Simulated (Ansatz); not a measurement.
Reaction (SMILES): C#C (C2H2) → C2H2+ (doublet, bonded as C#C) + e-
B3LYP-D3(BJ)/def2-TZVP geometries, fixed; electronic energies without zero-point terms.

Basis-set convergence of the adiabatic ionisation energy at PBE0 with Ansatz (a quantum-chemistry and plane-wave program). Cartesian d functions, on some or all atoms, in 6-31G*, 6-31G**, 6-31+G*; all else is spherical. The program fits the integrals of some runs and decomposes those of others, by size. Open shells are unrestricted. No added dispersion term, no relativity. Functions are those of the species that has most. Reference: the value in aug-pcseg-3, 11.189 eV, itself unsure by roughly 0.003 eV (its mean distance from aug-cc-pVQZ, cc-pV5Z, def2-QZVPPD). Deviations are taken from unrounded values.

```csv
basis,functions
STO-3G,12
3-21G,22
6-31G,22
6-31G*,34
6-31G**,40
6-31+G*,42
6-311G**,48
6-311+G**,56
"6-311++G(2d,2p)",74
"6-311++G(3df,3pd)",114
```

Task: Which is the smallest Pople set listed that can be trusted to 0.05 eV here, that is, within that of the reference together with its larger relatives (same family, alike in diffuse functions; a set with none to test it counts only in the reference's own line)?

Result: The smallest set listed that lies within 0.05 eV of the reference with all its larger relatives (same family, alike in diffuse functions; a set with none counts only in the reference's own line) is 6-311+G** (56 functions, 0.009 eV off). Inside, with no larger relative to test it: 6-311G**. Value minus reference: STO-3G -0.926, 3-21G 0.159, 6-31G -0.072, 6-31G* -0.221, 6-31G** -0.215, 6-31+G* -0.078, 6-311G** -0.021, 6-311+G** 0.009, 6-311++G(2d,2p) 0.009, 6-311++G(3df,3pd) 0.001 eV.
